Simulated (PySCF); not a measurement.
Gas-phase reaction: 2 AlCl₃.NH₃ + 3 H + Al → 3 AlHCl₂ + 2 NH₃

Method: PySCF energies (xtb for GFN2) plus ideal-gas RRHO corrections (1 bar). † marks an energy on the PBE0/def2-TZVP geometry and frequencies; other levels use their own. MP2 freezes the core. Open shells (unrestricted): H (multiplicity 2), Al (multiplicity 2, electronic degeneracy 6); the rest are closed-shell singlets. GFN2 has no spin-polarisation term. Spin-orbit splitting is ignored; it lowers the true energy and changes the entropy of Al. Adducts (AlCl₃.NH₃) have no counterpoise correction, and HF, PBE, BLYP, B3LYP and PBE0 lack dispersion. AlHCl₂: computed as isolated molecules; such fragments, hydroxides, amides, oligomers or adducts are transient or little studied in the gas. MP2 isn't extrapolated to the basis-set limit; its ΔH°(298 K) is -478.3 kJ in def2-SVP and -533.5 kJ in def2-TZVPP. The harmonic model lacks anharmonicity and excited electronic states, which grow with temperature; levels with a mode under 35 cm⁻¹ are left out. Soft modes under 120 cm⁻¹ make the harmonic entropy rough for AlCl₃.NH₃.

```
level              ΔE electronic, kJ  ΔH°(298 K), kJ  ΔS°(298 K), J/K  ΔG°(1800 K), kJ
-----------------  -----------------  --------------  ---------------  ---------------
GFN2-xTB                       -1199           -1174              -24            -1032
HF/def2-TZVP†                   -426            -410               -2             -322
MP2/def2-SVP†                   -494            -478               -2             -390
MP2/def2-TZVPP†                 -549            -534               -2             -445
PBE/def2-TZVP†                  -583            -567               -2             -479
PBE0/def2-QZVP†                 -576            -560               -2             -472
PBE0/def2-SVP†                  -522            -507               -2             -418
PBE0/def2-TZVP                  -568            -552               -2             -463
r2SCAN/def2-TZVP†               -581            -565               -2             -476
```
ΔH° is lowest at GFN2-xTB and highest at HF/def2-TZVP†. No reference value is set beside these.
